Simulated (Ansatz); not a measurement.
CCSD(T) forces

C2H2OS (SMILES OC=C=S), singlet, displaced at random from a GFN2-xTB minimum.

```xyz
6
angstrom
O 0.2914 1.0766 -0.7789
C -0.0027 0.1521 0.1649
C -0.1641 -1.1184 -0.0739
S -0.3123 -2.6704 -0.1280
H 0.2764 1.9779 -0.4067
H -0.1853 0.5225 1.1549
```

Computed with Ansatz 0.2.0 (basis: def2-TZVPP); correlated methods freeze the cores.

CCSD(T) forces from the calculation:
```csv
atom,Fx,Fy,Fz (eV/Å)
O1,0.377,1.339,-0.898
C2,-0.202,1.054,0.570
C3,-0.025,-0.879,0.156
S4,-0.058,-0.476,-0.206
H5,-0.050,-0.941,-0.115
H6,-0.043,-0.097,0.493
```

Q: Which atom feels the largest CCSD(T) force, and how large is it?

A: O1, 1.66 eV/Å, along (0.23, 0.81, -0.54).

Root-mean-square difference of the force components from those of CCSD(T): PBE0-D4 0.297; wB97M-V 0.257; r2SCAN-D4 0.206; PBE-D4 0.210; SPW92 0.457; CAM-B3LYP-D4 0.343 eV/Å.

The T1 diagnostic stays at or below 0.017. The restricted Hartree–Fock reference is unstable towards an unrestricted one here. These are differences at one structure, and CCSD(T) in triple zeta is itself an approximation.

For scale, one of the runs: CCSD(T)/def2-TZVPP forces, 163 basis functions (an equivalent command: `ansatz run in.yaml --threads 4`). Hardware: 4 CPU threads, shared host. Wall time 95 s; peak host memory 2.4 GiB.
